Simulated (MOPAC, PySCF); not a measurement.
C3H4, SMILES `C#CC`, neutral singlet in the gas phase. 

Cartesian coordinates (Å):
SMILES: C#CC
```xyz
7

C      1.6793    -0.2464    -0.5196
C      0.4913    -0.0721    -0.3608
C     -0.9339     0.1370    -0.1703
H      2.7290    -0.4004    -0.6600
H     -1.1797     0.2377     0.8976
H     -1.5147    -0.7071    -0.5715
H     -1.2714     1.0513    -0.6813
```
Charge 0, spin multiplicity 1.

All levels are single points at this geometry (PBE-D3(BJ)/def2-TZVP); Pople sets use spherical d functions. Orbital energies aren't observables, and empty levels follow the basis.

```csv
level,HOMO (eV),LUMO (eV),gap (eV),dipole (D),"vertical IE, Delta-SCF (eV)"
PBE-D3(BJ)/def2-TZVP in PySCF,-6.45,0.18,6.63,0.86,–
B3LYP/3-21G in PySCF,-7.22,1.75,8.96,0.73,–
B3LYP/6-311+G** in PySCF,-7.47,0.14,7.61,0.85,–
BP86/6-31G* in PySCF,-6.13,0.69,6.82,0.73,–
M06-2X/6-31G* in PySCF,-8.64,2.87,11.50,0.67,–
HF/3-21G in PySCF,-10.36,6.07,16.43,0.70,–
HF/STO-3G in PySCF,-8.71,10.68,19.40,0.46,–
PM6 in MOPAC,-10.70,1.91,12.61,1.10,–
PM7 in MOPAC,-10.77,1.76,12.54,0.98,–
```
